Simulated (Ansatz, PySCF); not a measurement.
This PySCF input computes a SVWN5/def2-TZVPD energy:

```python
from pyscf import gto, scf, dft

mol = gto.M(
    atom='''
    H     0.02052304    0.05589807    2.11750821
    N     0.01077974    0.06690251    1.11378704
    C     0.00317751    1.25279840    0.37969427
    C     0.00382693   -1.08826299    0.34906554
    C    -0.00941279    0.75716324   -0.93856272
    C    -0.00908496   -0.67184965   -0.96432736
    H     0.00842667   -2.07957621    0.78181971
    H    -0.01825489    1.38383848   -1.82374512
    H    -0.01719313   -1.32757185   -1.82731044
    ''',
    basis='def2-tzvpd',
    charge=-1,
    spin=0,
    verbose=4,
)

mf = dft.RKS(mol, xc='svwn').density_fit(auxbasis='def2-universal-jkfit')
mf.grids.level = 3
mf.conv_tol = 1e-9
mf.max_cycle = 100
mf.max_memory = 1500
mf.kernel()
if not mf.converged:
    mf = mf.newton()
    mf.kernel(mf.make_rdm1())
mf.analyze()
```

Problem. Write an input for the same energy in Ansatz (an electronic-structure program) and say what it gives.

Solution. 
Ansatz 0.2 input:
```yaml
crystal:
  periodic: [false, false, false]
  atoms:
    - {symbol: H, position_ang: [0.02052304, 0.05589807, 2.11750821]}
    - {symbol: N, position_ang: [0.01077974, 0.06690251, 1.11378704]}
    - {symbol: C, position_ang: [0.00317751, 1.25279840, 0.37969427]}
    - {symbol: C, position_ang: [0.00382693, -1.08826299, 0.34906554]}
    - {symbol: C, position_ang: [-0.00941279, 0.75716324, -0.93856272]}
    - {symbol: C, position_ang: [-0.00908496, -0.67184965, -0.96432736]}
    - {symbol: H, position_ang: [0.00842667, -2.07957621, 0.78181971]}
    - {symbol: H, position_ang: [-0.01825489, 1.38383848, -1.82374512]}
    - {symbol: H, position_ang: [-0.01719313, -1.32757185, -1.82731044]}
basis:
  gaussian:
    orbitals: def2-TZVPD
hamiltonian:
  xc: {name: SVWN5}
total_charge: -1
output: {forces: true}
```
It gives -207.75369 Eh, and PySCF -207.75375 Eh, a difference of 0.06 mEh, from the treatment of integrals and grids.

It need not be the lowest isomer of its formula. Whether it binds its extra electron was not tested at this geometry.
